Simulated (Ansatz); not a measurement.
Input file:

```yaml
crystal:
  periodic: [false, false, false]
  atoms:
    - {symbol: Si, position_ang: [-0.131469, -0.484771, 0.000000]}
    - {symbol: O, position_ang: [0.080687, 0.468628, -1.360578]}
    - {symbol: O, position_ang: [0.080687, 0.468628, 1.360578]}
    - {symbol: H, position_ang: [1.101729, -1.369640, 0.000000]}
basis:
  gaussian: {orbitals: cc-pVDZ}
magnetization: {spin_polarized: false, initial_magnetization: 1}
hamiltonian: {xc: r2scan}
correlation: {method: fic_mrcisd_q, electrons: all, active_space: {window: {electrons: 3, orbitals: 3}}}
scf: {lower_state_search: full}
```

```sh
$ ansatz run in.yaml --threads 1 --pin off --events-out ev --progress --plain --max-ram 2393MiB
```

(1) One thing in this input was set wrong on purpose, beside settings that are merely unusual. What is the gravest fault, and what does the program do?

## Answers

(1) Active space on a functional. How the run ends: refused.
```
Error: invalid value for `correlation.active_space`: it starts from restricted Hartree–Fock orbitals; set hamiltonian.xc: hf without magnetization.spin_polarized
```
